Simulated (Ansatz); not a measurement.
**CH4F (doublet): the correlation ladder at distance C1–H5 along a hydrogen transfer = 1.090 Å, cc-pVDZ**

Aim: climb from Hartree-Fock through coupled cluster and multireference methods for CH4F (doublet) at one geometry and basis, and see what each rung misses.

The runs use Ansatz 0.2.0, Gaussian basis; cc-pVDZ, core rule «outside noble gas», up to 2 orbitals frozen.

To be run: UHF; CCSD(T) on ROHF; CCSD(T) on UHF; BCCD(T) on ROHF; CISD; CCSDT(Q) on ROHF; CCSDT(Q) on UHF; CASSCF and MRCISD+Q, 3 electrons in 3 orbitals; CASSCF and NEVPT2, 3 electrons in 3 orbitals; CASSCF and MRCISD+Q, 15 electrons in 12 orbitals; CASSCF and NEVPT2, 15 electrons in 12 orbitals.

## 1. The system

The geometry derives from fragments relaxed apart (PBE0/def2-TZVP) and kept rigid, so it is no stationary point. A hydrogen atom is moved between rigid fragments.

6 atoms, charge 0, spin multiplicity 2.

Atoms are counted from 1 here; the program's logs count them from 0.

Bond lengths: C1–H2 1.090 Å, C1–H3 1.090 Å, C1–H4 1.090 Å, C1–H5 1.090 Å. Angles: H2–C1–H3 109.5°, H2–C1–H4 109.5°, H2–C1–H5 109.5°, H3–C1–H4 109.5°, H3–C1–H5 109.5°, H4–C1–H5 109.5°.

As a file:

```xyz
6

C    -1.3907    0.0000    0.0000
H    -1.7539    1.0273    0.0000
H    -1.7539   -0.5137    0.8897
H    -1.7539   -0.5137   -0.8897
H    -0.3011    0.0000    0.0000
F     1.1743    0.0000    0.0000
```

## 2. UHF

Contents of in.yaml:

```yaml
crystal:
  periodic: [false, false, false]
  atoms:
    - {symbol: C, position_ang: [-1.390688, 0.000000, 0.000000]}
    - {symbol: H, position_ang: [-1.753894, 1.027301, 0.000000]}
    - {symbol: H, position_ang: [-1.753894, -0.513650, 0.889668]}
    - {symbol: H, position_ang: [-1.753894, -0.513650, -0.889669]}
    - {symbol: H, position_ang: [-0.301071, 0.000000, 0.000000]}
    - {symbol: F, position_ang: [1.174312, 0.000000, 0.000000]}
basis:
  gaussian: {orbitals: cc-pVDZ}
magnetization: {spin_polarized: true, initial_magnetization: 1}
hamiltonian: {xc: hf}
output: {orbitals: {seedname: orbitals}}
```

Command:

```sh
$ ansatz run in.yaml --threads 1 --pin off --events-out ev --progress --plain --max-ram 4096MiB --backend cpu
```

After this run come: CCSD(T) on ROHF; CCSD(T) on UHF; BCCD(T) on ROHF; CISD; CCSDT(Q) on ROHF; CCSDT(Q) on UHF; CASSCF and MRCISD+Q, 3 electrons in 3 orbitals; CASSCF and NEVPT2, 3 electrons in 3 orbitals; CASSCF and MRCISD+Q, 15 electrons in 12 orbitals; CASSCF and NEVPT2, 15 electrons in 12 orbitals.

Q: Predict the results of all the runs planned. Wanted: UCCSDT(Q) below the RHF energy; RMP2 from UCCSDT(Q); UMP2 from UCCSDT(Q); RCCSD from UCCSDT(Q); RCCSD(T) from UCCSDT(Q); UCCSD(T) from UCCSDT(Q); RCCSDT(Q) from UCCSDT(Q); NEVPT2 pair from UCCSDT(Q); NEVPT2 valence from UCCSDT(Q).

The runs gave:

```
                         quantity                                                   value
   UCCSDT(Q) below the RHF energy                                              -9.7784 eV
              RMP2 from UCCSDT(Q)                                             +1160.5 meV
              UMP2 from UCCSDT(Q)                                             +1148.2 meV
             RCCSD from UCCSDT(Q)                                              +181.8 meV
          RCCSD(T) from UCCSDT(Q)                                               +25.9 meV
          UCCSD(T) from UCCSDT(Q)                                               +25.3 meV
         RCCSDT(Q) from UCCSDT(Q)                                                +0.8 meV
       NEVPT2 pair from UCCSDT(Q)                                             +1128.8 meV
    NEVPT2 valence from UCCSDT(Q)                                             +1530.1 meV
  MRCISD+Q valence from UCCSDT(Q)                                               +80.1 meV
levels within 1 kcal/mol (43 meV)  RCCSD(T), UCCSD(T), BCCD(T), RCCSDT, UCCSDT, RCCSDT(Q)
                    T1 diagnostic                                                   0.025
   effectively unpaired electrons                                                    1.01
```

What this shows: RCCSD(T) misses by +25.9 meV, 0.3 % of the correlation energy. One determinant dominates. Of the multireference levels listed MRCISD+Q valence comes nearest in total energy (+80.1 meV), which doesn't show that its space is the better one. These misses are within one basis, not against nature; the frozen cores of restricted and unrestricted runs differ, which can shift their rows.
